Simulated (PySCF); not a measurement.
Compound: sulfuryl chloride fluoride, ClFO2S.
Atom-mapped SMILES: `[O:1]=[S:2](=[O:3])([F:4])[Cl:5]`

A GFN2-xTB structure was refined with PBE0-D3(BJ)/def2-SVP geometry optimisation, gas phase (PySCF 2.14.0). Its GFN2-xTB values:

```json
{"coordinate": "O1=S2", "GFN2-xTB": "1.410 Å"}
{"coordinate": "S2–F4", "GFN2-xTB": "1.622 Å"}
{"coordinate": "S2–Cl5", "GFN2-xTB": "2.021 Å"}
{"coordinate": "O1–S2–O3", "GFN2-xTB": "122.5°"}
{"coordinate": "O1–S2–F4", "GFN2-xTB": "108.6°"}
{"coordinate": "O1–S2–Cl5", "GFN2-xTB": "108.6°"}
{"coordinate": "F4–S2–Cl5", "GFN2-xTB": "95.8°"}
```

Problem. How do these coordinates change at the PBE0-D3(BJ)/def2-SVP level?

Solution. 
```
coordinate  PBE0-D3(BJ)/def2-SVP (Å or °)  change
     S2–F4                          1.587  -0.035
     O1=S2                          1.430  +0.020
    S2–Cl5                          2.032  +0.011
  O1–S2–O3                          124.5    +2.0
  O1–S2–F4                          107.1    -1.5
 F4–S2–Cl5                           96.9    +1.1
 O1–S2–Cl5                          108.8    +0.2
```

The energy falls by 1.6 kcal/mol over 7 energy and gradient evaluations, the largest force component goes from 0.0349 to 2.6e-04 Eh/bohr, and the atoms move by 0.030 Å rms after alignment. The bond that changes most is S2–F4 (sulfonyl sulfur to sulfur-bound fluorine), which shortens by 0.035 Å. Bonds longer at the end by more than 0.005 Å: 3 of 4; shorter: 1. Rotational constants go from 4883, 2867, 2771 to 4881, 2807, 2791 MHz.

The run used 78 basis functions and 52 SCF cycles in all. Time: 13 s wall; peak memory 0.34 GiB. Hardware: Arm Neoverse V2, one thread, no GPU, shared host with 96 logical CPUs at a one-minute load of 56.

No frequency check.
